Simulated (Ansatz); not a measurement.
Mulliken charges of C₂H₃FN₂, SMILES `FC1=NCN1` from PBE/def2-TZVPP in Ansatz (PBE0-D4/def2-TZVP geometry).

```tsv
atom	x (Å)	y (Å)	z (Å)	charge (e)
F1	-1.826	-1.364	-0.242	-0.118
C2	-0.732	-0.702	0.017	0.235
N3	0.324	-1.068	0.626	-0.246
C4	0.806	0.295	0.300	0.040
N5	-0.530	0.631	-0.272	-0.241
H6	1.051	0.895	1.176	0.082
H7	1.611	0.297	-0.435	0.090
H8	-0.612	0.959	-1.227	0.158
```

Task: By hand: the dipole of these point charges (1 e Å = 4.8032 D).

Result: Σ q r = (0.258, 0.370, -0.180) e Å, of length 0.486 e Å = 2.33 D.

Task: How does the dipole of the full density compare? (Estimate.)

Result: The calculation gave: (0.121, 0.487, -0.404) e Å, 3.09 D; the point charges give 0.75 times that, at 25° from its direction.

Point charges leave out the atoms' own dipoles, such as those of lone pairs, and Mulliken's split depends on the basis, so the two needn't agree.
